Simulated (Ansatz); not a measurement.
Compare A (`C=C1OC1=N`) with its isomer B (`NC=C=C=O`).

Calculated with Ansatz (gas phase, PBE0-D4/def2-TZVP geometries, no zero-point term in ΔE). CCSD(T)/CBS adds triple-zeta CCSD(T) − MP2 to the extrapolated MP2 energy (def2 sets, frozen cores). Functionals use def2-TZVPP. B3LYP here is the variant with VWN-RPA as its local correlation; programs differ in this. One conformer a species, not always the lowest.

A:

Z-matrix (Å, degrees):
```
C
C 1 1.310
H 1 1.081 2 119.6
H 1 1.082 2 120.9 3 180.0
O 2 1.406 1 138.0 3 -180.0
C 2 1.401 1 163.2 3 0.0
N 6 1.238 2 164.7 1 0.0
H 7 1.016 6 111.2 2 -0.0
```

B:

Z-matrix (Å, degrees):
```
N
C 1 1.338
H 1 1.006 2 119.5
H 1 1.003 2 121.5 3 180.0
C 2 1.344 1 124.1 3 0.0
H 2 1.092 1 113.1 3 180.0
C 5 1.284 2 138.6 1 -180.0
O 7 1.167 5 171.8 2 -180.0
```

Problem. Which isomer does CCSD(T)/CBS put lower? Give the gap. (Estimate.)

Solution. Computed: B, by 26.1 kcal/mol.

Problem. Give E(B) − E(A) in kcal/mol with PBE-D4, BLYP-D4, B3LYP, HF/def2-TZVPP, CCSD(T)/def2-TZVPP, CCSD/def2-TZVPP, LDA (SPW92). (An estimate is asked.)

Solution. Computed: PBE-D4 -29.4, BLYP-D4 -32.7, B3LYP -31.6, HF/def2-TZVPP -28.8, CCSD(T)/def2-TZVPP -25.5, CCSD/def2-TZVPP -24.0, LDA (SPW92) -29.2. None reverses the order clearly.

Problem. Does the order hold for the free energy at 298.15 K (harmonic terms from PBE0-D4)? (Best estimate.)

Solution. Ansatz gave: Yes: G(B) − G(A) = -25.8 kcal/mol, for one conformer each.

Largest T1 diagnostic: 0.019.

At CCSD(T), def2-SVP lies −1.2 kcal/mol from the extrapolated value and def2-TZVPP +0.7 kcal/mol. Leaving LDA and LC-ωPBE aside and taking each functional with its dispersion term where it has one, the values, not all of them listed here, spread over 8.9 kcal/mol, from BLYP-D4 to ωB97X-V.
